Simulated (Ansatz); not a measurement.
## Hf$_{3}$WO$_{9}$: short dynamics, then relaxation

A packing of 26 atoms, thrown in at random and pushed apart as soft spheres with like charges further apart (6 Hf, 18 O, 2 W) went through Langevin stages in a fixed cell of 13.73 Å³/atom, at one k point, without spin and with a Fermi–Dirac width of kT (0.05 eV at least). These are results of DFT PBE, scalar-relativistic, plane waves, PAW (Ansatz), not measurements.

| thermostat (K) | duration (fs) | friction (1/fs) | cutoff (eV) | mean T (K) | mean P (GPa) | mean square displacement (Å²) |
| --- | --- | --- | --- | --- | --- | --- |
| 3000 | 48 | 0.030 | 320 | 5833 | 19.6 | 0.51 |
| 3000 | 158 | 0.030 | 420 | 3297 | 11.1 | 0.80 |
| 2160 | 142 | 0.030 | 420 | 2383 | 8.0 | 0.46 |
| 1200 | 168 | 0.030 | 420 | 1225 | 3.8 | 0.24 |
| 300 | 260 | 0.030 | 420 | 378 | 3.2 | 0.12 |

Means run over the second half of a stage; pressure includes the kinetic part; displacements count from the stage's start, the atoms' common shift taken off. In so short a run the atoms moved about a bond length or less in the hot stages, so this is an annealed packing, not a quenched equilibrium liquid.

Cell and atoms were then relaxed on coarser meshes and computed once more: Cutoff 420 eV; k points 3×4×3 on the computed 26-atom cell (Γ-centred); Gaussian smearing, width 0.02 eV; no spin polarisation.

**Question.** What structure is left?

**Answer.** One draw of many: 15.52 Å³/atom with a gap on the mesh of 2.97 eV, 2.89 eV/atom below the elements' standard states (static lattices, no corrections for gases) (a random packing after short dynamics, relaxed).

Counting as bonded all pairs within 1.2 times the summed covalent radii, but none from a metal cation to another cation:

```csv
atom → neighbour,mean count,mean length (Å),spread (Å)
Hf → O,6.17,2.15,0.17
O → Hf,2.06,2.15,0.17
O → W,0.61,1.92,0.11
W → O,5.50,1.92,0.11
```

Angles between all pairs of such bonds at an atom (mean ± spread): 103 ± 30° at Hf, 118 ± 24° at O, 105 ± 28° at W.

```
CELL_PARAMETERS angstrom
7.44594 0.01625 0.21815
0.01456 6.39187 0.04959
0.22612 0.08721 8.48561
ATOMIC_POSITIONS crystal
W 0.17105 0.14013 0.11146
W 0.58850 0.78460 0.65712
O 0.71731 0.39851 0.25491
O 0.71828 0.31588 0.84967
O 0.02097 0.55027 0.91824
O 0.72407 0.73230 0.82808
O 0.94851 0.19571 0.07286
O 0.32633 0.25651 0.93788
O 0.20806 0.88223 0.02951
O 0.06010 0.73332 0.58742
O 0.25295 0.41130 0.20271
O 0.69092 0.03123 0.60423
O 0.38391 0.96377 0.72854
O 0.16223 0.03366 0.31277
O 0.06116 0.22870 0.63411
O 0.44407 0.76465 0.46082
O 0.40392 0.26837 0.49706
O 0.69500 0.52892 0.56758
O 0.52373 0.63450 0.09367
O 0.40754 0.56887 0.76244
Hf 0.50206 0.26350 0.71778
Hf 0.29168 0.58796 0.98334
Hf 0.76947 0.48915 0.03127
Hf 0.20211 0.99060 0.54215
Hf 0.48207 0.49446 0.33610
Hf 0.93957 0.49010 0.68990
```

Spin-orbit coupling is left out, which matters for the bands of heavy elements. An odd mesh misses points on the zone edge, so a gap read on it can be too wide.

Cost: 6 runs of about 46 core-minutes in all (earlier runs that led there not counted), on Intel Xeon Platinum 8259CL (Skylake/Cascade Lake) (shared hosts).